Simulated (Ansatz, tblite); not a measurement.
# The cluster Na₅+: rung by rung

Aim: run the singlet of the cluster Na₅+ at one geometry on many levels, and compare frontier levels, spin and run time.

Program: Ansatz 0.2.0, Gaussian basis. Level of theory: as each input shows. These are calculated values, not measurements.

Levels to be run: GFN1-xTB, GFN2-xTB, PBE/def2-TZVP, r2SCAN/def2-TZVP, r2SCANh/def2-TZVP, BHLYP/def2-TZVP, CAM-B3LYP/def2-TZVP, revPBE/def2-TZVP, B2PLYP/def2-TZVP, PBE/def2-SVP, PBE0/def2-SVP, HF/STO-3G, CCSD(T)/def2-TZVPP, MP2/def2-TZVP, RPA/def2-TZVP.

### Step 1. The geometry

The geometry is that of the singlet, from an earlier relaxation (r2SCAN/def2-SVP). At that level it is the lowest of the isomers that a small search found.

5 atoms, charge 1, spin multiplicity 1.

Bond lengths: Na1–Na2 3.674 Å, Na1–Na3 3.356 Å, Na2–Na3 3.682 Å, Na2–Na4 3.684 Å, Na2–Na5 3.675 Å, Na4–Na5 3.356 Å. Angles: Na2–Na1–Na3 63.0°, Na1–Na2–Na3 54.3°, Na1–Na2–Na4 146.0°, Na1–Na2–Na5 137.8°, Na3–Na2–Na4 140.3°, Na3–Na2–Na5 145.9°, Na4–Na2–Na5 54.3°, Na1–Na3–Na2 62.7°, Na2–Na4–Na5 62.7°, Na2–Na5–Na4 63.0°.

The ion is computed in the gas phase, without counter-ions or solvent.

PBE0/def2-TZVP was run before; its log isn't repeated, and its numbers join the tables.

### Step 2. GFN1-xTB

Tight binding, by tblite at 300 K electronic temperature and without a spin-polarisation term:

```python
tblite.interface.Calculator('GFN1-xTB', numbers, positions, charge=1, uhf=0).singlepoint()
```

Energy -30.4866 eV, HOMO -10.83 eV, LUMO -9.13 eV; 0.002 s.

### Step 3. GFN2-xTB

Tight binding, by tblite at 300 K electronic temperature and without a spin-polarisation term:

```python
tblite.interface.Calculator('GFN2-xTB', numbers, positions, charge=1, uhf=0).singlepoint()
```

Energy -21.9296 eV, HOMO -8.96 eV, LUMO -7.71 eV; 0.002 s.

### Step 4. PBE/def2-TZVP

start.molden holds the orbitals of an earlier run on this state, given as this run's starting guess.

The input, in.yaml:

```yaml
crystal:
  periodic: [false, false, false]
  atoms:
    - {symbol: Na, position_ang: [2.576723, -2.402970, 1.006953]}
    - {symbol: Na, position_ang: [-0.018925, -0.013529, -0.017445]}
    - {symbol: Na, position_ang: [1.679970, -2.419137, -2.226680]}
    - {symbol: Na, position_ang: [-3.385107, 1.318060, 0.667636]}
    - {symbol: Na, position_ang: [-0.852661, 3.517577, 0.569537]}
basis:
  gaussian: {orbitals: def2-TZVP, initial_orbitals: start.molden}
total_charge: 1
hamiltonian: {xc: pbe}
scf: {omitted_lower_state_checks: [starts]}
output: {orbitals: {seedname: orbitals}}
```

Started as:

```
$ ansatz run in.yaml --threads 4 --pin off --events-out ev --progress --plain --max-ram 3916MiB
```

The runs that follow: r2SCAN/def2-TZVP; r2SCANh/def2-TZVP; BHLYP/def2-TZVP; CAM-B3LYP/def2-TZVP; revPBE/def2-TZVP; B2PLYP/def2-TZVP; PBE/def2-SVP; PBE0/def2-SVP; HF/STO-3G; CCSD(T)/def2-TZVPP; MP2/def2-TZVP; RPA/def2-TZVP.

**Question.** What will the summary of the whole plan be? Wanted: gap in def2-TZVP, named functionals, smallest and largest; correlation energy, CCSD(T)/def2-TZVPP; correlation energy, MP2/def2-TZVP; PBE0 total energy, smallest basis above largest.

**Answer**, as computed:

```
                                                 quantity                               value
gap in def2-TZVP, named functionals, smallest and largest  1.38 eV (PBE), 3.72 eV (CAM-B3LYP)
                   correlation energy, CCSD(T)/def2-TZVPP                           -24.85 eV
                        correlation energy, MP2/def2-TZVP                           -23.42 eV
          PBE0 total energy, smallest basis above largest       8.05 eV (def2-SVP, def2-TZVP)
```

What this shows: Orbital gaps of the named functionals in def2-TZVP span 1.38 eV (PBE) to 3.72 eV (CAM-B3LYP); exact exchange widens it.
